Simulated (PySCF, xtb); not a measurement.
Homolysis of single bonds, series C SH-H. Gas-phase values, no solvent. One relaxed conformer stands for each flexible species; it need not be the lowest. Strings in code marks are SMILES.

Quantity: homolytic bond dissociation enthalpy at 298 K (no spin–orbit term), in eV. Thermal and zero-point terms are GFN2-xTB rigid-rotor harmonic values (xtb).

Level 1: B3LYP/6-311+G** // B3LYP-D3(BJ)/def2-TZVP (PySCF)
Level 2: PBE/6-31G* // B3LYP-D3(BJ)/def2-TZVP (PySCF)
Level 3: frozen-core MP2/6-31G* // B3LYP-D3(BJ)/def2-TZVP (PySCF)
Level 4: HF/3-21G // B3LYP-D3(BJ)/def2-TZVP (PySCF)

| species | level 2 | level 3 | level 4 |
|---|---|---|---|
| S–C bond of `SCS` (H–S–C–S torsion -56°, S–C–S–H torsion -56°), giving `[CH2]S` and `[SH]` | 3.03 | 2.97 | 1.61 |
| C–S bond of `CS`, giving `[CH3]` and `[SH]` | 3.37 | 3.12 | 1.54 |
| S–C bond of `SC(S)S`, giving `S[CH]S` (H–S–C–S torsion 41°, S–C–S–H torsion -161°) and `[SH]` | 2.69 | 2.73 | 1.47 |

**Question.** What does level 1 give for each?

**Answer.** 
- S–C bond of `SCS` (H–S–C–S torsion -56°, S–C–S–H torsion -56°), giving `[CH2]S` and `[SH]`: 2.63
- C–S bond of `CS`, giving `[CH3]` and `[SH]`: 2.95
- S–C bond of `SC(S)S`, giving `S[CH]S` (H–S–C–S torsion 41°, S–C–S–H torsion -161°) and `[SH]`: 2.35
